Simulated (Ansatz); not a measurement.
CH$_{9}$NSi, closed shell: a relaxation.

The input file, in.yaml:

```yaml
crystal:
  periodic: [false, false, false]
  atoms:
    - {symbol: Si, position_ang: [0.535861, -0.312522, -0.414666]}
    - {symbol: H, position_ang: [0.797192, -1.735075, 0.204095]}
    - {symbol: H, position_ang: [-0.659003, -0.884797, -1.211437]}
    - {symbol: H, position_ang: [1.487394, 0.328043, 0.623499]}
    - {symbol: N, position_ang: [0.835797, 0.890528, -1.585617]}
    - {symbol: H, position_ang: [-0.265376, -0.876564, 0.881922]}
    - {symbol: C, position_ang: [-0.989975, -0.143632, 1.277792]}
    - {symbol: H, position_ang: [0.387493, 0.888984, -2.500667]}
    - {symbol: H, position_ang: [1.567031, 1.600284, -1.533313]}
    - {symbol: H, position_ang: [-0.620513, 0.092662, 2.271100]}
    - {symbol: H, position_ang: [-1.924388, -0.676601, 1.222742]}
    - {symbol: H, position_ang: [-1.151514, 0.828791, 0.764651]}
basis:
  gaussian: {orbitals: def2-TZVP}
hamiltonian: {xc: pbe0, dispersion: d4}
relax: {f_tol: 0.005, max_steps: 200}
```

Command:

```bash
ansatz run in.yaml --threads 4 --pin off --events-out ev --progress --plain --max-ram 9574MiB
```

The run's output (Ansatz 0.2.0):

```
Functional definition: PBE0
  name "PBE0"
  cite "Adamo & Barone, J. Chem. Phys. 110, 6158 (1999) doi:10.1063/1.478522"
  cite "Perdew, Burke & Ernzerhof, Phys. Rev. Lett. 77, 3865 (1996) doi:10.1103/PhysRevLett.77.3865"
  parent pbe
  parameter a = 0.25
  parameter kappa = 0.804
  parameter beta = 0.06672455060314922
  exchange = (1 - a)*pbe_x(kappa = kappa, mu = beta*pi^2/3) + a*exact_x
  correlation = pbe_c(beta = beta)
999 factors; their error is unknown
mean field evaluation 1: about -10534.5108 eV, gradient 7.0e1 eV
mean field evaluation 2: about -10524.6800 eV, gradient 9.1e1 eV
mean field evaluation 4: about -10544.0643 eV, gradient 5.0e0 eV
mean field evaluation 8: about -10544.1218 eV, gradient 3.6e-2 eV
mean field evaluation 16: about -10544.1491 eV, gradient 5.2e-5 eV
mean field -10544.14913540 eV, -387.4903336451 hartree, gradient 5.2e-5 eV, S^2 0.000000; 0 other end points of the search recorded, 0 dependent functions left out
the calculation of the forces begins
reference -10544.14916480 eV, -387.4903347253 hartree; 18, 18 occupied and 135, 135 virtual orbitals, 999 factors
relax step   1: F+E_penalty+E_count = -10544.30796681 eV  Δ(F+E_penalty+E_count) = +0.000e0 eV  max|allowed force component| = 1.506e0 eV/Å  Δτ_max = 0.0000 Å  (26 SCF iters, accepted)
relax step   2: F+E_penalty+E_count = -10544.75923201 eV  Δ(F+E_penalty+E_count) = -4.513e-1 eV  max|allowed force component| = 8.414e-1 eV/Å  Δτ_max = 0.1940 Å  (28 SCF iters, accepted)
relax step   3: F+E_penalty+E_count = -10545.25041960 eV  Δ(F+E_penalty+E_count) = -4.912e-1 eV  max|allowed force component| = 6.587e-1 eV/Å  Δτ_max = 0.1990 Å  (28 SCF iters, accepted)
relax step   4: F+E_penalty+E_count = -10545.68496658 eV  Δ(F+E_penalty+E_count) = -4.345e-1 eV  max|allowed force component| = 6.438e-1 eV/Å  Δτ_max = 0.1950 Å  (28 SCF iters, accepted)
relax step   5: F+E_penalty+E_count = -10546.06803096 eV  Δ(F+E_penalty+E_count) = -3.831e-1 eV  max|allowed force component| = 3.692e-1 eV/Å  Δτ_max = 0.1950 Å  (28 SCF iters, accepted)
relax step   6: F+E_penalty+E_count = -10546.35832240 eV  Δ(F+E_penalty+E_count) = -2.903e-1 eV  max|allowed force component| = 2.439e-1 eV/Å  Δτ_max = 0.1949 Å  (29 SCF iters, accepted)
relax step   7: F+E_penalty+E_count = -10546.57559060 eV  Δ(F+E_penalty+E_count) = -2.173e-1 eV  max|allowed force component| = 1.468e-1 eV/Å  Δτ_max = 0.2000 Å  (28 SCF iters, accepted)
relax step   8: F+E_penalty+E_count = -10546.66040444 eV  Δ(F+E_penalty+E_count) = -8.481e-2 eV  max|allowed force component| = 1.370e-1 eV/Å  Δτ_max = 0.2000 Å  (28 SCF iters, accepted)
relax step   9: F+E_penalty+E_count = -10546.69934609 eV  Δ(F+E_penalty+E_count) = -3.894e-2 eV  max|allowed force component| = 9.872e-2 eV/Å  Δτ_max = 0.1996 Å  (28 SCF iters, accepted)
relax step  10: F+E_penalty+E_count = -10546.70857894 eV  Δ(F+E_penalty+E_count) = -9.233e-3 eV  max|allowed force component| = 1.722e-1 eV/Å  Δτ_max = 0.1304 Å  (28 SCF iters, accepted)
relax step  11: F+E_penalty+E_count = -10546.71314786 eV  Δ(F+E_penalty+E_count) = -4.569e-3 eV  max|allowed force component| = 2.248e-1 eV/Å  Δτ_max = 0.1500 Å  (28 SCF iters, accepted)
relax step  12: F+E_penalty+E_count = -10546.71846790 eV  Δ(F+E_penalty+E_count) = -5.320e-3 eV  max|allowed force component| = 4.536e-1 eV/Å  Δτ_max = 0.0411 Å  (29 SCF iters, accepted)
relax step  13: F+E_penalty+E_count = -10546.73283937 eV  Δ(F+E_penalty+E_count) = -1.437e-2 eV  max|allowed force component| = 1.317e-1 eV/Å  Δτ_max = 0.1304 Å  (27 SCF iters, accepted)
relax step  14: F+E_penalty+E_count = -10546.73466391 eV  Δ(F+E_penalty+E_count) = -1.825e-3 eV  max|allowed force component| = 3.330e-2 eV/Å  Δτ_max = 0.0322 Å  (28 SCF iters, accepted)
relax step  15: F+E_penalty+E_count = -10546.73566478 eV  Δ(F+E_penalty+E_count) = -1.001e-3 eV  max|allowed force component| = 7.839e-2 eV/Å  Δτ_max = 0.0496 Å  (28 SCF iters, accepted)
relax step  16: F+E_penalty+E_count = -10546.73659874 eV  Δ(F+E_penalty+E_count) = -9.340e-4 eV  max|allowed force component| = 1.337e-1 eV/Å  Δτ_max = 0.1193 Å  (28 SCF iters, accepted)
relax step  17: F+E_penalty+E_count = -10546.73795817 eV  Δ(F+E_penalty+E_count) = -1.359e-3 eV  max|allowed force component| = 1.075e-1 eV/Å  Δτ_max = 0.0557 Å  (28 SCF iters, accepted)
relax step  18: F+E_penalty+E_count = -10546.73936855 eV  Δ(F+E_penalty+E_count) = -1.410e-3 eV  max|allowed force component| = 1.538e-1 eV/Å  Δτ_max = 0.1811 Å  (27 SCF iters, accepted)
relax step  19: F+E_penalty+E_count = -10546.74150611 eV  Δ(F+E_penalty+E_count) = -2.138e-3 eV  max|allowed force component| = 8.950e-2 eV/Å  Δτ_max = 0.0152 Å  (31 SCF iters, accepted)
relax step  20: F+E_penalty+E_count = -10546.74296931 eV  Δ(F+E_penalty+E_count) = -1.463e-3 eV  max|allowed force component| = 1.213e-2 eV/Å  Δτ_max = 0.0323 Å  (29 SCF iters, accepted)
relax step  21: F+E_penalty+E_count = -10546.74345694 eV  Δ(F+E_penalty+E_count) = -4.876e-4 eV  max|allowed force component| = 1.311e-2 eV/Å  Δτ_max = 0.0667 Å  (28 SCF iters, accepted)
relax step  22: F+E_penalty+E_count = -10546.74359144 eV  Δ(F+E_penalty+E_count) = -1.345e-4 eV  max|allowed force component| = 1.437e-2 eV/Å  Δτ_max = 0.0430 Å  (28 SCF iters, accepted)
relax step  23: F+E_penalty+E_count = -10546.74365413 eV  Δ(F+E_penalty+E_count) = -6.268e-5 eV  max|allowed force component| = 7.198e-3 eV/Å  Δτ_max = 0.0107 Å  (30 SCF iters, accepted)
relax step  24: F+E_penalty+E_count = -10546.74368548 eV  Δ(F+E_penalty+E_count) = -3.135e-5 eV  max|allowed force component| = 4.332e-3 eV/Å  Δτ_max = 0.0120 Å  (29 SCF iters, accepted)
Total energy: -10546.74372034 eV, -387.5856828830 hartree
Atom 0 at     0.677288     0.236624    -0.978491 Å, force    -0.000865    -0.000934     0.001916 eV/Å
Atom 1 at     1.017091    -1.128094    -0.473772 Å, force     0.000729    -0.002146     0.000138 eV/Å
Atom 2 at    -0.763902     0.228329    -1.338495 Å, force    -0.000571     0.000652    -0.000571 eV/Å
Atom 3 at     0.934794     1.193953     0.127700 Å, force    -0.000042     0.000926     0.000341 eV/Å
Atom 4 at     1.561863     0.768804    -2.354085 Å, force     0.002628     0.003648    -0.004332 eV/Å
Atom 5 at    -0.739208    -1.175092     1.613484 Å, force    -0.001527     0.000758     0.001259 eV/Å
Atom 6 at    -1.469109    -0.532696     2.106301 Å, force     0.000583     0.001466    -0.003263 eV/Å
Atom 7 at     1.383491     0.354306    -3.254581 Å, force    -0.001077    -0.001216     0.001098 eV/Å
Atom 8 at     2.535176     1.010427    -2.260103 Å, force    -0.001087    -0.000994     0.001819 eV/Å
Atom 9 at    -1.101411    -0.259071     3.094851 Å, force    -0.000381    -0.000148    -0.000623 eV/Å
Atom 10 at    -2.414022    -1.066735     2.203134 Å, force     0.001431     0.000387     0.000588 eV/Å
Atom 11 at    -1.622051     0.369345     1.514158 Å, force     0.000178    -0.002399     0.001630 eV/Å
Dipole moment:     0.198372    -0.063900    -0.186362 e Å

[the SCF lines of later steps are left out]
```

The lines “mean field evaluation” count trial sets of orbitals through the whole run, from several starts and some on an approximate energy, so they need not fall steadily or lie above the final value.

The run took about 31 s on 4 CPU threads of an Arm Neoverse V2 (shared host).
